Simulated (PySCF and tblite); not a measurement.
Values are calculated unless marked as measured or tabulated.
C4H6O2, numbered as in [O:1]=[C:2]([OH:3])[CH:4]1[CH2:5][CH2:6]1.

The ensemble was built from 90 distance-geometry starts (ETKDG and KDG, MMFF94s, GFN2-xTB) and rests on PBE0-D3(BJ)/def2-SVP geometries. Free energies are PBE0-D3(BJ)/def2-TZVP (IEF-PCM, chloroform) single points with GFN2-xTB rigid-rotor and vibrational terms (modes under about 100 cm⁻¹ blended into free rotors). Symmetry numbers and mirror images are counted. Conformers within 3 kcal/mol (GFN2-xTB free energy) were kept, 8 at most. Couplings: B3LYP/pcJ-1 (gas phase; spin-dipole term only for pairs with B, N, F, Si or P). Couplings are for ¹³C, ¹H, ¹⁷O. Of two unlike H on one atom, a is the less shielded (WP04/pcSseg-1 (IEF-PCM, chloroform)). (PySCF 2.14, tblite 0.8.)

Torsions listed: O1–C2–O3–H3, O3–C2–C4–C5.

```tsv
conformer	shape	weight %
1	0°, 147°	83.8
2	0°, -37°	16.2
```

Task: Give the couplings in each conformer and the averages at 298.15 K (pairs that fast motion interchanges averaged).

Result: 
| coupling | pairs | 1 | 2 | average (Hz) |
| --- | --- | --- | --- | --- |
| ¹J(O1,C2) | 1 | 29.7 | 29.5 | 29.7 |
| ²J(O1,C4) | 1 | -1.5 | -4.0 | -1.9 |
| ³J(O1,C5) | 2 | -1.1 | -0.3 | -0.9 |
| ³J(O1,H3) | 1 | 1.6 | 1.6 | 1.6 |
| ³J(O1,H4) | 1 | -1.2 | -0.3 | -1.1 |
| ¹J(C2,O3) | 1 | 31.8 | 31.7 | 31.8 |
| ¹J(C2,C4) | 1 | 78.5 | 79.7 | 78.7 |
| ²J(C2,H3) | 1 | -6.2 | -5.9 | -6.2 |
| ²J(C2,H4) | 1 | -0.4 | 0.8 | -0.2 |
| ³J(C2,H5a) | 2 | 3.3 | 3.4 | 3.3 |
| ³J(C2,H5b) | 2 | 5.9 | 5.9 | 5.9 |
| ²J(O3,C4) | 1 | -26.6 | -19.9 | -25.5 |
| ³J(O3,C5) | 2 | -0.2 | -1.1 | -0.4 |
| ¹J(O3,H3) | 1 | -73.9 | -77.8 | -74.5 |
| ³J(O3,H4) | 1 | -0.9 | -5.0 | -1.6 |
| ¹J(C4,C5) | 2 | 13.1 | 11.6 | 12.8 |
| ³J(H3,C4) | 1 | 10.1 | 7.0 | 9.6 |
| ¹J(C4,H4) | 1 | 175.7 | 176.9 | 175.9 |
| ²J(C4,H5a) | 2 | -1.3 | -1.6 | -1.4 |
| ²J(C4,H5b) | 2 | -2.5 | -2.4 | -2.5 |
| ¹J(C5,C6) | 1 | 17.7 | 17.9 | 17.8 |
| ²J(H4,C5) | 2 | -0.9 | -1.1 | -0.9 |
| ¹J(C5,H5a) | 2 | 171.5 | 171.7 | 171.5 |
| ¹J(C5,H5b) | 2 | 175.6 | 174.7 | 175.4 |
| ²J(C5,H6a) | 2 | -2.0 | -1.9 | -1.9 |
| ²J(C5,H6b) | 2 | -1.8 | -1.8 | -1.8 |
| ⁴J(H3,H4) | 1 | 0.6 | 2.2 | 0.8 |
| ³J(H4,H5a) | 2 | 9.0 | 9.5 | 9.1 |
| ³J(H4,H5b) | 2 | 5.1 | 5.5 | 5.2 |
| ²J(H5a,H5b) | 2 | -4.2 | -4.7 | -4.3 |
| ³J(H5a,H6a) | 1 | 10.3 | 10.2 | 10.3 |
| ³J(H5a,H6b) | 2 | 7.9 | 7.8 | 7.9 |
| ³J(H5b,H6b) | 1 | 11.3 | 11.1 | 11.2 |
